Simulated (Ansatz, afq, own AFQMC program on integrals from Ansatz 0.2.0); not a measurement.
**NH$_{2}$O, doublet in cc-pVDZ, levels against AFQMC with the constraint released**

```xyz
4

N     0.0000    0.0000    0.5984
O     0.0000    0.0000   -0.6635
H     0.0000    0.8762    1.1083
H     0.0000   -0.8762    1.1083
```

Connectivity, by distances: NH2–O.

Basis cc-pVDZ. Noble-gas cores (and the filled d shells of Ga–Kr and In–Xe) are frozen. Integrals, coupled cluster, full CI and functionals: Ansatz 0.2.0; the random walks run on the same integrals in our own AFQMC program. The CISD trial takes its coefficients from CCSD amplitudes. Released means that phaseless walkers are propagated on without the constraint, phases kept. Error bars are statistical, one sigma.

Determinant: UHF, the one that the program's search chose, which needn't be the lowest solution. The geometry is a PBE0/def2-TZVP stationary point of this or a neighbouring charge and spin state.

No full CI on the walks' own integrals is used here. The released AFQMC energy serves as the reference, which it does only where one determinant dominates, the energy is flat over the last release times and near the phaseless one (40 meV or 2 meV an electron, half that with transition metals). On small molecules, where full CI could be run and the noise was under 10 meV, such values lay within 10 meV of it in 19 cases of 20, a flattering rate, since the rule was set on those same cases; what remains of the bias isn't in the error bar.

Cautions: the released value is read at 2.40 1/Eh with a noise of 22 meV, more than in the cases checked (meV from the phaseless value at times in 1/Eh: 9 ± 19 at 0.24, -9 ± 13 at 0.51, -20 ± 15 at 0.99, -34 ± 21 at 1.62, -37 ± 22 at 2.40).

* T1 diagnostic: 0.0212
* weight of the determinant in the CISD state: 0.895
* ⟨S²⟩ of the determinant: 0.762
* size of the correlated space: 13 electrons in 36 orbitals

Reference: AFQMC with the constraint released, correlation energy -9.865 ± 0.022 eV.

| level | E − E(reference) (kJ/mol) | share of correlation (%) |
| --- | --- | --- |
| HF | 951.8 ± 2.1 | 0.00 |
| MP2 | 81.0 ± 2.1 | 91.49 |
| CCSD | 27.3 ± 2.1 | 97.13 |
| CCSD(T) | 6.0 ± 2.1 | 99.37 |
| ph-AFQMC/HF | -8.2 ± 7.0 | 100.86 |
| ph-AFQMC/CISD | 3.6 ± 2.7 | 99.62 |

A walk keeps the symmetry of its determinant, which the program's search chose and which needn't be the lowest solution, so a lower state of the same spin and another symmetry isn't excluded. Released energies are given only where the last usable release times agree within the noise; a slower fall can still hide under it.
